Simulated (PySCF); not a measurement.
Species: chloroform, CHCl3.
InChI=1S/CHCl3/c2-1(3)4/h1H

The closed-shell ground state was solved at several levels (PySCF, density fitting, gas phase, non-relativistic). Geometry: GFN2-xTB; no solvent, vibrations or thermal averaging.

| level | basis functions | HOMO (eV) | LUMO (eV) | gap (eV) | dipole (D) |
| --- | --- | --- | --- | --- | --- |
| PBE0/def2-SVPD | 109 | -8.99 | -1.03 | 7.96 | 1.11 |
| wB97X-D/def2-SVPD | 109 | -10.87 | 0.78 | 11.65 | 1.14 |

Task: What might PBE0/pcSseg-1 (94 basis functions) give for the same quantities?

Result: HOMO -8.96 eV, LUMO -0.90 eV, gap 8.06 eV, dipole 1.24 D.

Task: Over all these levels, which gives the widest orbital gap and which the narrowest?

Result: wB97X-D/def2-SVPD (range-separated hybrid) has the widest, 11.65 eV, and PBE0/def2-SVPD (global hybrid, 25 % exact exchange) the narrowest, 7.96 eV. The two share the basis. From the narrowest to the widest the HOMO moves by -1.88 eV and the LUMO by +1.81 eV.

Task: How far do the dipole and the HOMO energy spread over the levels?

Result: The dipole runs from 1.11 to 1.24 D (mean 1.17 D) and the HOMO from -10.87 to -8.96 eV.
